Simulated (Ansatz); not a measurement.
# BH4 (doublet): from Hartree-Fock to the top rungs at distance B1–H4 along a hydrogen transfer = 1.266 Å, 6-31G

Aim: climb from Hartree-Fock through coupled cluster and multireference methods for BH4 (doublet) at one geometry and basis, and see what each rung misses.

Program: Ansatz 0.2.0, Gaussian basis. Level of theory: 6-31G, core rule «outside noble gas», up to 1 orbitals frozen. These are calculated values, not measurements.

The runs, in order: UHF; CCSD(T) on ROHF; CCSD(T) on UHF; BCCD(T) on ROHF; CISD; CCSDT(Q) on ROHF; CCSDT(Q) on UHF; CISDTQ; CCSDTQ on ROHF; CCSDTQ on UHF; CASSCF and MRCISD+Q, 3 electrons in 3 orbitals; CASSCF and NEVPT2, 3 electrons in 3 orbitals; CASSCF and MRCISD+Q, 7 electrons in 8 orbitals; CASSCF and NEVPT2, 7 electrons in 8 orbitals.

10 further runs of the same task are left out: 1 that didn't finish, 9 set aside as unsound or not needed.

## 1. The geometry

The geometry derives from fragments relaxed apart (PBE0/def2-TZVP) and kept rigid, so it is no stationary point. A hydrogen atom is moved between rigid fragments.

5 atoms, charge 0, spin multiplicity 2.

Atoms are counted from 1 here; the program's logs count them from 0.

Bond lengths: B1–H2 1.193 Å, B1–H3 1.193 Å, B1–H4 1.266 Å. Angles: H2–B1–H3 120.0°, H2–B1–H4 120.0°, H3–B1–H4 120.0°.

## 2. UHF

in.yaml reads:

```yaml
crystal:
  periodic: [false, false, false]
  atoms:
    - {symbol: B, position_ang: [-0.171232, 0.000000, 0.000000]}
    - {symbol: H, position_ang: [-0.767965, 1.033571, 0.000000]}
    - {symbol: H, position_ang: [-0.767965, -1.033571, 0.000000]}
    - {symbol: H, position_ang: [1.094768, 0.000000, 0.000000]}
    - {symbol: H, position_ang: [2.277768, 0.000000, 0.000000]}
basis:
  gaussian: {orbitals: 6-31G}
magnetization: {spin_polarized: true, initial_magnetization: 1}
hamiltonian: {xc: hf}
output: {orbitals: {seedname: orbitals}}
```

Run with:

```bash
> ansatz run in.yaml --threads 1 --pin off --events-out ev --progress --plain --max-ram 2393MiB
```

After this run come: CCSD(T) on ROHF; CCSD(T) on UHF; BCCD(T) on ROHF; CISD; CCSDT(Q) on ROHF; CCSDT(Q) on UHF; CISDTQ; CCSDTQ on ROHF; CCSDTQ on UHF; CASSCF and MRCISD+Q, 3 electrons in 3 orbitals; CASSCF and NEVPT2, 3 electrons in 3 orbitals; CASSCF and MRCISD+Q, 7 electrons in 8 orbitals; CASSCF and NEVPT2, 7 electrons in 8 orbitals.

**Question.** What will the summary of the whole plan be? Wanted: UCCSDTQ below the RHF energy; RMP2 from UCCSDTQ; UMP2 from UCCSDTQ; RCCSD from UCCSDTQ; RCCSD(T) from UCCSDTQ; UCCSD(T) from UCCSDTQ; RCCSDT(Q) from UCCSDTQ; UCCSDT(Q) from UCCSDTQ; NEVPT2 pair from UCCSDTQ.

The runs gave:

```
                         quantity                                                                                                                               value
     UCCSDTQ below the RHF energy                                                                                                                          -2.2005 eV
                RMP2 from UCCSDTQ                                                                                                                          +560.9 meV
                UMP2 from UCCSDTQ                                                                                                                          +547.6 meV
               RCCSD from UCCSDTQ                                                                                                                           +36.7 meV
            RCCSD(T) from UCCSDTQ                                                                                                                            +9.7 meV
            UCCSD(T) from UCCSDTQ                                                                                                                            +9.7 meV
           RCCSDT(Q) from UCCSDTQ                                                                                                                            +0.2 meV
           UCCSDT(Q) from UCCSDTQ                                                                                                                            +0.2 meV
         NEVPT2 pair from UCCSDTQ                                                                                                                          +439.8 meV
      NEVPT2 valence from UCCSDTQ                                                                                                                          +191.8 meV
    MRCISD+Q valence from UCCSDTQ                                                                                                                            +6.5 meV
levels within 1 kcal/mol (43 meV)  RCCSD, UCCSD, RCCSD(T), UCCSD(T), BCCD(T), RCCSDT, UCCSDT, CISDTQ, RCCSDT(Q), UCCSDT(Q), RCCSDTQ, MRCISD valence, MRCISD+Q valence
                    T1 diagnostic                                                                                                                               0.019
   effectively unpaired electrons                                                                                                                                1.01
```

**Reading.** RCCSD(T) lands +9.7 meV from the yardstick (0.4 % of the correlation energy). One determinant dominates. Of the multireference levels listed MRCISD+Q valence comes nearest in total energy (+6.5 meV), which doesn't show that its space is the better one. These misses are within one basis, not against nature; the frozen cores of restricted and unrestricted runs differ, which can shift their rows.
